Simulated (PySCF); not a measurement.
# Atomic charges against the basis set

Species: C2H5ClO2S.
Bonds: C1–C2, C2–S3, S3–O4 (double), S3–O5 (double), S3–Cl6. Hydrogens: H7, H8, H9 on C1; H10, H11 on C2.

PBE0 throughout (PySCF), one geometry, spherical d and f functions. Geometry: PBE0-D3(BJ)/def2-SVP, one conformer, isolated molecule. Atoms taken as equivalent share a column and are averaged.

Mulliken charges (e):

```json
{"basis": "STO-3G", "functions": "43", "C1": "-0.242", "C2": "-0.242", "S3": "+1.090", "O4/O5": "-0.391", "Cl6": "-0.358", "H7/H8/H9": "+0.103", "H10/H11": "+0.112"}
{"basis": "6-31G", "functions": "72", "C1": "-0.504", "C2": "-0.611", "S3": "+1.066", "O4/O5": "-0.532", "Cl6": "-0.091", "H7/H8/H9": "+0.219", "H10/H11": "+0.275"}
{"basis": "6-31G*", "functions": "102", "C1": "-0.552", "C2": "-0.555", "S3": "+1.076", "O4/O5": "-0.481", "Cl6": "-0.173", "H7/H8/H9": "+0.218", "H10/H11": "+0.256"}
{"basis": "def2-SVP", "functions": "117", "C1": "-0.087", "C2": "-0.163", "S3": "+0.765", "O4/O5": "-0.407", "Cl6": "-0.159", "H7/H8/H9": "+0.077", "H10/H11": "+0.113"}
{"basis": "6-311+G(2d,p)", "functions": "208", "C1": "-0.594", "C2": "-0.250", "S3": "+0.876", "O4/O5": "-0.414", "Cl6": "-0.162", "H7/H8/H9": "+0.180", "H10/H11": "+0.208"}
{"basis": "def2-TZVP", "functions": "228", "C1": "-0.376", "C2": "-0.226", "S3": "+0.757", "O4/O5": "-0.379", "Cl6": "-0.167", "H7/H8/H9": "+0.149", "H10/H11": "+0.162"}
```

IAO charges (e):

```
        basis  functions      C1      C2      S3   O4/O5     Cl6  H7/H8/H9  H10/H11
       STO-3G         43  -0.399  -0.400  +1.401  -0.507  -0.359    +0.152   +0.158
        6-31G         72  -0.443  -0.422  +1.638  -0.707  -0.280    +0.175   +0.198
       6-31G*        102  -0.424  -0.439  +1.919  -0.802  -0.306    +0.163   +0.182
     def2-SVP        117  -0.413  -0.427  +1.919  -0.803  -0.301    +0.159   +0.177
6-311+G(2d,p)        208  -0.435  -0.446  +1.976  -0.831  -0.301    +0.166   +0.185
    def2-TZVP        228  -0.435  -0.453  +2.008  -0.840  -0.304    +0.165   +0.184
```

Hirshfeld charges (e):

| basis | functions | C1 | C2 | S3 | O4/O5 | Cl6 | H7/H8/H9 | H10/H11 |
| --- | --- | --- | --- | --- | --- | --- | --- | --- |
| STO-3G | 43 | -0.036 | -0.027 | +0.804 | -0.274 | -0.349 | +0.029 | +0.034 |
| 6-31G | 72 | -0.094 | -0.043 | +0.621 | -0.323 | -0.131 | +0.051 | +0.069 |
| 6-31G* | 102 | -0.093 | -0.040 | +0.510 | -0.276 | -0.109 | +0.049 | +0.069 |
| def2-SVP | 117 | -0.113 | -0.057 | +0.545 | -0.279 | -0.090 | +0.049 | +0.064 |
| 6-311+G(2d,p) | 208 | -0.113 | -0.066 | +0.494 | -0.269 | -0.070 | +0.051 | +0.069 |
| def2-TZVP | 228 | -0.116 | -0.065 | +0.489 | -0.267 | -0.067 | +0.051 | +0.069 |

Some averages cover members that differ in this geometry, most widely: O4/O5, Mulliken in 6-311+G(2d,p) -0.441 to -0.387 e.

Question: Which scheme is steadiest as the basis changes?

Answer: Largest range over the bases for any column: Hirshfeld 0.31 e, Mulliken 0.51 e, IAO 0.61 e. Hirshfeld charges move least and IAO charges most, counted in e. Without the minimal STO-3G basis the ranges are Hirshfeld 0.13, Mulliken 0.51, IAO 0.37 e.

Question: How much do the charges still move between the two largest bases, 6-311+G(2d,p) and def2-TZVP?

Answer: At most, over all atoms: Mulliken 0.219 e, IAO 0.032 e, Hirshfeld 0.005 e.

Question: What do the same runs give for the total energy, the frontier levels and the dipole moment?

Answer: 
| basis | energy (Eh) | HOMO (eV) | LUMO (eV) | μ (D) |
| --- | --- | --- | --- | --- |
| STO-3G | -1074.8415 | -5.09 | 1.21 | 3.98 |
| 6-31G | -1087.1244 | -9.23 | -2.68 | 5.17 |
| 6-31G* | -1087.4243 | -8.99 | -1.77 | 4.28 |
| def2-SVP | -1087.0180 | -8.92 | -1.61 | 4.10 |
| 6-311+G(2d,p) | -1087.5930 | -9.12 | -1.94 | 4.27 |
| def2-TZVP | -1087.6371 | -9.11 | -1.73 | 4.13 |

The dipole is fixed by the density alone, so its range of 1.19 D shows that the density itself changes with the basis, not only its division among atoms.
